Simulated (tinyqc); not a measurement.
Inside a calculation. Method: Pariser-Parr-Pople SCF with singles CI, for the molecule [CH2+]C=CC=CN (SMILES; centres numbered as the heavy atoms are written). One step of it, computed by the program tinyqc.

Task: Iteration 2: Fock matrix. F_rr = H_rr + P_rr gamma_rr / 2 + sum_(s != r) P_ss gamma_rs; F_rs = H_rs - P_rs gamma_rs / 2; E = tr P (H + F) / 2 + core repulsion sum_(r<s) z_r z_s gamma_rs.

P after iteration 1:
```
,1C,2C,3C,4C,5C,6N
1C,0.771467,0.841664,0.222064,-0.293606,-0.201798,0.251268
2C,0.841664,1.019469,0.508778,-0.031746,-0.151278,0.092061
3C,0.222064,0.508778,0.773018,0.708351,0.196588,-0.316076
4C,-0.293606,-0.031746,0.708351,1.082209,0.600781,-0.208162
5C,-0.201798,-0.151278,0.196588,0.600781,0.825987,0.711707
6N,0.251268,0.092061,-0.316076,-0.208162,0.711707,1.527851
```

core matrix H (eV):
```
,1C,2C,3C,4C,5C,6N
1C,-27.472132,-2.480000,0.000000,0.000000,0.000000,0.000000
2C,-2.480000,-30.962687,-2.480000,0.000000,0.000000,0.000000
3C,0.000000,-2.480000,-32.981846,-2.480000,0.000000,0.000000
4C,0.000000,0.000000,-2.480000,-34.193223,-2.480000,0.000000
5C,0.000000,0.000000,0.000000,-2.480000,-34.724923,-2.190000
6N,0.000000,0.000000,0.000000,0.000000,-2.190000,-39.014708
```

repulsion gamma_rs (eV):
```
,1C,2C,3C,4C,5C,6N
1C,9.460000,4.928003,3.647990,2.755312,2.259688,1.980569
2C,4.928003,9.460000,4.926476,3.647990,2.754771,2.392724
3C,3.647990,4.926476,9.460000,4.928003,3.647990,2.955694
4C,2.755312,3.647990,4.928003,9.460000,4.926476,4.007721
5C,2.259688,2.754771,3.647990,4.926476,9.460000,5.608000
6N,1.980569,2.392724,2.955694,4.007721,5.608000,15.200000
```

Centres (angstrom, eV; a flat drawing with bonds scaled to 1.40 angstrom):
```
centre,x,y,core charge z,W,gamma_rr
1C,-3.045000,-0.196000,1,9.920000,9.460000
2C,-1.799000,0.442000,1,9.920000,9.460000
3C,-0.623000,-0.319000,1,9.920000,9.460000
4C,0.623000,0.319000,1,9.920000,9.460000
5C,1.799000,-0.442000,1,9.920000,9.460000
6N,3.045000,0.196000,2,22.070000,15.200000
```

Give: F; pi energy.

Result:

F (eV):
```
,1C,2C,3C,4C,5C,6N
1C,-8.105,-4.554,-0.405,0.404,0.228,-0.249
2C,-4.554,-8.652,-3.733,0.058,0.208,-0.110
3C,-0.405,-3.733,-8.627,-4.225,-0.359,0.467
4C,0.404,0.058,-4.225,-9.228,-3.960,0.417
5C,0.228,0.208,-0.359,-3.960,-9.547,-4.186
6N,-0.249,-0.110,0.467,0.417,-4.186,-12.182
```

pi energy = -81.479 eV
